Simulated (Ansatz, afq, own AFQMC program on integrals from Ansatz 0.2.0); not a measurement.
# AFQMC, coupled cluster and functionals along a coordinate of SiGeH4, singlet

```xyz
6

Si   -0.0007   -0.0931    1.7691
Ge   -0.0001    0.0132   -0.6582
H     0.0020    1.4326    1.8041
H    -0.0315   -1.3611   -1.3540
H     1.2699    0.7478   -1.1427
H    -1.2124    0.8215   -1.1701
```

The Si1–Ge2 distance is changed with both sides rigid. Energies in eV count from this geometry (2.430 Å) at the same level; the start stands on RHF, each point on the determinant named.

Basis 6-31G. Only valence electrons are correlated. Integrals, coupled cluster, full CI and functionals: Ansatz 0.2.0; the random walks run on the same integrals in our own AFQMC program. The CISD trial takes its coefficients from CCSD amplitudes. Released means that phaseless walkers are propagated on without the constraint, phases kept. Uncertainties: one standard error, sampling alone. No spin–orbit coupling.

Cautions, each for one point or more: cluster runs in doubt by the program's own checks; higher spins were not checked; inner d shell frozen; no relativity below Rb; no spin-orbit coupling; restricted determinant unstable towards unrestricted; strong correlation.

```tsv
r(Si1–Ge2) / Å	det.	T1	weight	PBE0	CCSD	CCSD(T)
1.944	RHF	0.014	0.89	2.182§	2.571	2.563
2.894	RHF	0.012	0.88	0.435	0.247	0.242
3.966	RHF	0.026	0.78	2.090§	1.599	1.526
```

Task: Estimate the curve of phaseless AFQMC with a CISD trial, counted from the same start.

Result: 
| r(Si1–Ge2) / Å | det. | T1 | weight | ph-AFQMC/CISD | released AFQMC |
| --- | --- | --- | --- | --- | --- |
| 1.944 | RHF | 0.014 | 0.89 | 2.565 ± 0.008 | 2.556 ± 0.010* |
| 2.894 | RHF | 0.012 | 0.88 | 0.262 ± 0.008 | 0.230 ± 0.008* |
| 3.966 | RHF | 0.026 | 0.78 | 1.536 ± 0.014 | 1.517 ± 0.018* |

Weight is that of the determinant in the CISD state; at the start T1 is 0.012 and the weight 0.89. An asterisk marks released energies that aren't shown to be converged. Symmetry can't show for every point that it stays on the start's state. § marks a functional whose ⟨S²⟩ is too high by over 0.1. Largest departures from phaseless AFQMC with a CISD trial: CCSD(T) -0.020 eV at 2.894 (on RHF), CCSD 0.063 eV at 3.966 (on RHF). The walk's constraint bias lies outside its error bars, so these are departures and not errors. The functionals aren't scored here. In this small basis the wave-function levels are far from their limit, so their gap to the functionals isn't the functionals' error.
